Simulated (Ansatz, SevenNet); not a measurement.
Hexagonal BN: properties by level of theory

Reference values: lattice constant a 2.504 Å (measured, 297 K, no zero-point or thermal correction; as tabulated in Ioffe Institute, New Semiconductor Materials archive); lattice parameter c 6.661 Å (measured, 297 K, no zero-point or thermal correction; as tabulated in Ioffe Institute, New Semiconductor Materials archive).

```tsv
level (code)	lattice constant a (Å)	c axis length (Å)
SevenNet-0	2.512	7.560
LDA (Ansatz)	2.489	6.494
r²SCAN (Ansatz)	2.501	6.887
r²SCAN-D4 (Ansatz)	2.499	6.601
HSE06-D3(BJ) (Ansatz)	2.490	6.577
```

Differences from the reference values (errors of the level alone only where the reference is corrected to a static lattice):

```json
[
 {"level": "SevenNet-0", "lattice constant a (%)": "+0.32", "lattice parameter c (%)": "+13.5"},
 {"level": "LDA", "lattice constant a (%)": "-0.60", "lattice parameter c (%)": "-2.51"},
 {"level": "r²SCAN", "lattice constant a (%)": "-0.12", "lattice parameter c (%)": "+3.39"},
 {"level": "r²SCAN-D4", "lattice constant a (%)": "-0.20", "lattice parameter c (%)": "-0.90"},
 {"level": "HSE06-D3(BJ)", "lattice constant a (%)": "-0.56", "lattice parameter c (%)": "-1.26"}
]
```

Nearest: lattice constant a, not ranked (reference at room or unstated temperature); lattice parameter c, not ranked (reference at room or unstated temperature).

Machine-learned potentials (SevenNet-0) are trained on DFT data: a solid inside that data is no test of them.

Caveats: LDA has no dispersion term either, though it tends to give short spacings of layers, chains or molecules (LDA); the cell comes from a level without a dispersion term, which matters for the spacing of layers, chains or molecules (r²SCAN). Ansatz's density-functional and Hartree–Fock values are scalar-relativistic unless marked +SOC, with PAW data made under PBE.

Differences are worked out from the printed values.

Static lattice: no zero-point or thermal effects.

Ansatz is a first-principles code.
